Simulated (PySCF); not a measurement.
Stretching SF⁺

Set-up: S def2-TZVP, F def2-TZVP; no relativity (PySCF 2.14). Energies in eV from S⁺ + F in their ground configurations at the same level. State: ³Σ⁻ (triplet), unpaired electrons π ↑↑.

All columns are PBE0. A positive dipole points towards F; it is taken about the centre of mass and depends on that origin.

```json
{"R (Å)": "1.295", "E (eV)": "-2.368", "μ (D)": "-1.05", "Mulliken charge on S (basis-dependent)": "0.85", "HOMO (eV)": "-17.05", "LUMO (eV)": "-11.89", "Mayer bond order": "1.55", "⟨S²⟩": "2.01"}
{"R (Å)": "1.355", "E (eV)": "-3.287", "μ (D)": "-1.40", "Mulliken charge on S (basis-dependent)": "0.90", "HOMO (eV)": "-17.33", "LUMO (eV)": "-12.18", "Mayer bond order": "1.51", "⟨S²⟩": "2.01"}
{"R (Å)": "1.416", "E (eV)": "-3.790", "μ (D)": "-1.74", "Mulliken charge on S (basis-dependent)": "0.93", "HOMO (eV)": "-17.60", "LUMO (eV)": "-12.45", "Mayer bond order": "1.48", "⟨S²⟩": "2.01"}
{"R (Å)": "1.461", "E (eV)": "-3.968", "μ (D)": "-1.98", "Mulliken charge on S (basis-dependent)": "0.95", "HOMO (eV)": "-17.78", "LUMO (eV)": "-12.64", "Mayer bond order": "1.46", "⟨S²⟩": "2.01"}
{"R (Å)": "1.506", "E (eV)": "-4.017", "μ (D)": "-2.22", "Mulliken charge on S (basis-dependent)": "0.97", "HOMO (eV)": "-17.95", "LUMO (eV)": "-12.82", "Mayer bond order": "1.44", "⟨S²⟩": "2.01"}
{"R (Å)": "1.551", "E (eV)": "-3.968", "μ (D)": "-2.45", "Mulliken charge on S (basis-dependent)": "0.98", "HOMO (eV)": "-18.11", "LUMO (eV)": "-12.98", "Mayer bond order": "1.42", "⟨S²⟩": "2.01"}
{"R (Å)": "1.611", "E (eV)": "-3.790", "μ (D)": "-2.73", "Mulliken charge on S (basis-dependent)": "0.99", "HOMO (eV)": "-18.29", "LUMO (eV)": "-13.18", "Mayer bond order": "1.40", "⟨S²⟩": "2.01"}
{"R (Å)": "1.687", "E (eV)": "-3.444", "μ (D)": "-3.07", "Mulliken charge on S (basis-dependent)": "1.01", "HOMO (eV)": "-18.50", "LUMO (eV)": "-13.39", "Mayer bond order": "1.37", "⟨S²⟩": "2.01"}
{"R (Å)": "1.777", "E (eV)": "-2.924", "μ (D)": "-3.44", "Mulliken charge on S (basis-dependent)": "1.03", "HOMO (eV)": "-18.69", "LUMO (eV)": "-13.60", "Mayer bond order": "1.33", "⟨S²⟩": "2.01"}
{"R (Å)": "1.898", "E (eV)": "-2.160", "μ (D)": "-3.86", "Mulliken charge on S (basis-dependent)": "1.05", "HOMO (eV)": "-18.84", "LUMO (eV)": "-13.80", "Mayer bond order": "1.26", "⟨S²⟩": "2.01"}
```

A fit through these points gives, at Re = 1.504 Å, μ = -2.21 D and dμ/dR = -5.13 D/Å; the reduced mass is 11.92 u.

Task: How strong is the fundamental in the double-harmonic approximation, I = 42.26·(dμ/dR)²/μred km/mol?

Result: I = 42.26·(-5.13)²/11.92 = 93.3 km/mol at PBE0.

For an ion De counts to the pair picked by the measured ionisation energies or electron affinities, which need not be the lowest pair at this level. The state is the lowest determinant that a PBE0 search found; another state may lie lower at other levels.
